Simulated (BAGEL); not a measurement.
# FCI/STO-3G (density fitting with qzvpp-jkfit) run of PF3 (phosphorus trifluoride)

What is the vertical electron affinity of PF3 (phosphorus trifluoride) at FCI/STO-3G (density fitting with qzvpp-jkfit)? 

Program for the calculation: BAGEL 1.2.2.

5 further runs of the same task are left out: 2 that didn't finish, 3 set aside as unsound or not needed.

## Step 1: The molecule

The species is PF3 (4 atoms), meant as a singlet with charge 0. SMILES: `FP(F)F`. The shape is that of a PBE0-D4/def2-TZVP optimisation.

Bond lengths: F1–P2 1.572 Å, P2–F3 1.572 Å, P2–F4 1.572 Å. Angles: F1–P2–F3 97.6°, F1–P2–F4 97.6°, F3–P2–F4 97.6°.

## Step 2: A single-point energy at FCI/STO-3G (density fitting with qzvpp-jkfit)

Input file job.json:

```json
{ "bagel" : [

{
  "title" : "molecule",
  "basis" : "sto-3g",
  "df_basis" : "qzvpp-jkfit",
  "angstrom" : "true",
  "geometry" : [
    { "atom" : "F", "xyz" : [       0.834400,      -0.663200,       0.874500 ] },
    { "atom" : "P", "xyz" : [      -0.297500,       0.314600,       0.392300 ] },
    { "atom" : "F", "xyz" : [      -1.061900,      -0.696500,      -0.536900 ] },
    { "atom" : "F", "xyz" : [       0.525000,       1.045200,      -0.730000 ] }
  ]
},

{ "title" : "hf" },

{ "title" : "fci", "nstate" : 1, "ncore" : 8 }

]}
```

On the command line:

```
$ BAGEL_NUM_THREADS=1 BAGEL job.json > job.out
```

What it wrote:

```text
* using 1 threads per process

  ===============================================================
  ===============================================================

  *** Geometry ***

  { "atom" : "F", "xyz" : [      1.576787,     -1.253266,      1.652565 ] },
  { "atom" : "P", "xyz" : [     -0.562194,      0.594508,      0.741340 ] },
  { "atom" : "F", "xyz" : [     -2.006700,     -1.316194,     -1.014594 ] },
  { "atom" : "F", "xyz" : [      0.992106,      1.975142,     -1.379500 ] },

  Number of auxiliary basis functions:      359

  Since a DF basis is specified, we compute 2- and 3-index integrals:
    o Being stored without compression. Storage requirement is 0.002 GB

  Number of basis functions:       24
  Number of electrons      :       42

    * METHOD: MOLECULE                             0.07

  *** RHF ***

  === Nuclear Repulsion ===
   190.7620925007

      * DIIS with orbital gradients will be used.

  === RHF iteration (sto-3g) ===
      0       -630.90924415          0.02144648           0.01
      1       -631.01630271          0.00397695           0.01
      2       -631.02027328          0.00123043           0.01
      3       -631.02107107          0.00015727           0.01
      4       -631.02108251          0.00001756           0.01
      5       -631.02108259          0.00000203           0.01
      6       -631.02108259          0.00000042           0.01
      7       -631.02108259          0.00000004           0.01
      8       -631.02108259          0.00000002           0.01
      9       -631.02108259          0.00000000           0.01
    * SCF iteration converged.

    * Permanent dipole moment:
           (    0.251717,    -0.266217,    -0.332025) a.u.

    * METHOD: HF                                   0.13

  ---------------------------
        FCI calculation
  ---------------------------

  Performs exactly the same way as Knowles & Handy 1984 CPL

  o alpha-beta strings
      length:          1120
  o size of the space
      determinant space:  313600
      spin-adapted space: 95200

  o single displacement lists (alpha)
      length:         29120
  o single displacement lists (beta)
      length:         29120

     guess   0:   closed 1111111111111...     open ................

  === FCI iteration ===

      0  0      -631.02108259     7.25e-04      0.99
      1  0      -631.10589178     3.39e-04      0.97
      2  0      -631.11844066     1.65e-04      0.98
      3  0      -631.12077035     8.45e-05      0.98
      4  0      -631.12129376     4.06e-05      0.99
      5  0      -631.12140811     1.97e-05      1.01
      6  0      -631.12143524     8.51e-06      0.99
      7  0      -631.12144183     3.14e-06      1.01
      8  0      -631.12144276     1.50e-06      1.00
      9  0      -631.12144292     6.23e-07      1.00
     10  0      -631.12144294     2.60e-07      1.02
     11  0      -631.12144295     1.00e-07      0.99
     12  0      -631.12144295     4.48e-08      0.98
     13  0      -631.12144295     2.18e-08      0.99
     14  0      -631.12144295     9.21e-09      0.99
     15  0      -631.12144295     4.27e-09      0.98
     16  0      -631.12144295     1.86e-09      0.99
     17  0      -631.12144295     7.77e-10      1.00
     18  0      -631.12144295     3.11e-10      0.99
     19  0      -631.12144295     1.23e-10      1.00
    ** throwing out 1 trial vectors **
     20  0 *    -631.12144295     5.28e-11      0.98

     * ci vector, state   0, <S^2> = 0.0000
       2222222222222...     0.9627940419
       222222222222.2..    -0.0580573960
       222222222222..2.    -0.0580509260

    * METHOD: FCI                                 21.05

  ===============================================================
```

It took 22 s on 1 thread of Arm Neoverse V2, shared host; peak memory 0.79 GiB.

## Step 3: The doublet anion

Input file calc.json:

```json
{ "bagel": [

{
  "title": "molecule",
  "basis": "sto-3g",
  "df_basis": "qzvpp-jkfit",
  "angstrom": "true",
  "geometry": [
    { "atom": "F", "xyz": [    0.834400,   -0.663200,    0.874500 ] },
    { "atom": "P", "xyz": [   -0.297500,    0.314600,    0.392300 ] },
    { "atom": "F", "xyz": [   -1.061900,   -0.696500,   -0.536900 ] },
    { "atom": "F", "xyz": [    0.525000,    1.045200,   -0.730000 ] }
  ]
},
{ "title": "hf" },
{ "title": "fci", "nstate": 1, "charge": -1, "ncore": 8, "nspin": 1 }

]}
```

On the command line:

```
$ BAGEL_NUM_THREADS=1 BAGEL calc.json > calc.out
```

What it wrote:

```text
* using 1 threads per process

  ===============================================================
  ===============================================================

  *** Geometry ***

  { "atom" : "F", "xyz" : [      1.576787,     -1.253266,      1.652565 ] },
  { "atom" : "P", "xyz" : [     -0.562194,      0.594508,      0.741340 ] },
  { "atom" : "F", "xyz" : [     -2.006700,     -1.316194,     -1.014594 ] },
  { "atom" : "F", "xyz" : [      0.992106,      1.975142,     -1.379500 ] },

  Number of auxiliary basis functions:      359

  Since a DF basis is specified, we compute 2- and 3-index integrals:
    o Being stored without compression. Storage requirement is 0.002 GB

  Number of basis functions:       24
  Number of electrons      :       42

    * METHOD: MOLECULE                             0.07

  *** RHF ***

  === Nuclear Repulsion ===
   190.7620925007

      * DIIS with orbital gradients will be used.

  === RHF iteration (sto-3g) ===
      0       -630.90924415          0.02144648           0.01
      1       -631.01630271          0.00397695           0.01
      2       -631.02027328          0.00123043           0.01
      3       -631.02107107          0.00015727           0.01
      4       -631.02108251          0.00001756           0.01
      5       -631.02108259          0.00000203           0.01
      6       -631.02108259          0.00000042           0.01
      7       -631.02108259          0.00000004           0.01
      8       -631.02108259          0.00000002           0.01
      9       -631.02108259          0.00000000           0.01
    * SCF iteration converged.

    * Permanent dipole moment:
           (    0.251717,    -0.266217,    -0.332025) a.u.

    * METHOD: HF                                   0.14

  ---------------------------
        FCI calculation
  ---------------------------

  Performs exactly the same way as Knowles & Handy 1984 CPL

  o alpha-beta strings
      length:           680
  o size of the space
      determinant space:  67200
      spin-adapted space: 38080

  o single displacement lists (alpha)
      length:          5040
  o single displacement lists (beta)
      length:         29120

     guess   0:   closed 1111111111111...     open .............1..

  === FCI iteration ===

      0  0      -630.58559245     1.41e-03      0.20
      1  0      -630.65364459     6.20e-04      0.20
      2  0      -630.66354885     2.74e-04      0.20
      3  0      -630.66504105     1.21e-04      0.20
      4  0      -630.66530672     5.40e-05      0.20
      5  0      -630.66535904     2.02e-05      0.20
      6  0      -630.66536786     7.04e-06      0.20
      7  0      -630.66536893     3.05e-06      0.20
      8  0      -630.66536910     1.30e-06      0.20
      9  0      -630.66536913     5.18e-07      0.20
     10  0      -630.66536914     2.25e-07      0.20
     11  0      -630.66536914     8.54e-08      0.20
     12  0      -630.66536914     3.27e-08      0.21
     13  0      -630.66536914     1.53e-08      0.21
     14  0      -630.66536914     8.38e-09      0.21
     15  0      -630.66536914     6.27e-09      0.21
     16  0      -630.66536914     7.43e-09      0.21
     17  0      -630.66536914     1.08e-08      0.21
     18  0      -630.66536914     1.85e-08      0.20
     19  0      -630.66536914     3.58e-08      0.21
    ** throwing out 1 trial vectors **
     20  0      -630.66536914     8.58e-08      0.21
    ** throwing out 1 trial vectors **
     21  0      -630.66536914     1.90e-07      0.20
    ** throwing out 1 trial vectors **
     22  0      -630.66536914     2.56e-07      0.20
    ** throwing out 1 trial vectors **
     23  0      -630.66536914     1.65e-07      0.20
    ** throwing out 1 trial vectors **
     24  0      -630.66536914     6.89e-08      0.20
    ** throwing out 1 trial vectors **
     25  0      -630.66536914     3.02e-08      0.20
    ** throwing out 1 trial vectors **
     26  0      -630.66536914     1.29e-08      0.20
    ** throwing out 1 trial vectors **
     27  0      -630.66536914     4.86e-09      0.20
    ** throwing out 1 trial vectors **
     28  0      -630.66536914     1.74e-09      0.20
    ** throwing out 1 trial vectors **
     29  0      -630.66536914     6.45e-10      0.20
    ** throwing out 1 trial vectors **
     30  0      -630.66536914     2.65e-10      0.20
    ** throwing out 1 trial vectors **
     31  0 *    -630.66536914     9.73e-11      0.19

     * ci vector, state   0, <S^2> = 0.7500
       2222222222222a..     0.9702578996
       222222222222ba.a     0.0641086260
       222222222222.a2.     0.0571344075
       222222222222ab.a     0.0527625089

    * METHOD: FCI                                  6.53

  ===============================================================
```

It took 6.9 s on 1 thread of Arm Neoverse V2, shared host; peak memory 0.21 GiB.

## Step 4: Outcome

Level: FCI/STO-3G (density fitting with qzvpp-jkfit), 8 core orbitals frozen.

| quantity | value |
| --- | --- |
| singlet PF3: total energy | -631.12144 Eh |
| doublet anion: total energy | -630.66537 Eh |
| vertical electron affinity (to the doublet anion) | -12.410 eV |

The anion lies 12.41 eV (286 kcal/mol) above the neutral: the electron isn't bound at this level, and such a value depends on the basis. Without diffuse functions anions come out too high. In a minimal basis such a difference can be off by several eV, whatever the method.
